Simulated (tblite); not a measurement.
Isomers of C4H5F. Calculated harmonic vibrations of the isolated species, GFN2-xTB (tblite), most abundant isotopes, no scaling. Against measured fundamentals such values can be off by several per cent, at times by over 20. One conformer each.

Electronic energies: GFN2-xTB at the same geometries; isomer energies are rough at this level and their order can be wrong.

```csv
SMILES,"electronic energy, lowest = 0 (kJ/mol)"
FC1=CCC1,0.0
C#C[C@H](C)F,55.1
FC=C1CC1,34.8
```

How do GFN2-xTB zero-point energies change the relative energies?

| SMILES | ZPE (kJ/mol) | of it from modes above 1550 cm⁻¹ | electronic (kJ/mol) | with ZPE, lowest = 0 (kJ/mol) | lowest mode (cm⁻¹) | rings |
| --- | --- | --- | --- | --- | --- | --- |
| FC1=CCC1 | 204.1 | 101.2 | 0.0 | 0.0 | 246 | 1 |
| FC=C1CC1 | 200.7 | 103.3 | 34.8 | 31.5 | 189 | 1 |
| C#C[C@H](C)F | 196.7 | 105.9 | 55.1 | 47.7 | 160 | 0 |

The zero-point energies span 7.4 kJ/mol, from `C#C[C@H](C)F` to `FC1=CCC1`. The order is unchanged.

What do entropy and thermal enthalpy add at 298.15 K and 1 bar (rigid rotor, harmonic oscillator, one conformer each)?

```json
{"SMILES": "FC1=CCC1", "point group": "Cs", "symmetry number": "1", "S (J/(mol K))": "288.1", "H − H(0) (kJ/mol)": "14.33", "ZPE + H − H(0) − TS (kJ/mol)": "132.5"}
{"SMILES": "FC=C1CC1", "point group": "Cs", "symmetry number": "1", "S (J/(mol K))": "298.2", "H − H(0) (kJ/mol)": "15.65", "ZPE + H − H(0) − TS (kJ/mol)": "127.5"}
{"SMILES": "C#C[C@H](C)F", "point group": "C1", "symmetry number": "1", "S (J/(mol K))": "313.3", "H − H(0) (kJ/mol)": "17.88", "ZPE + H − H(0) − TS (kJ/mol)": "121.2"}
```
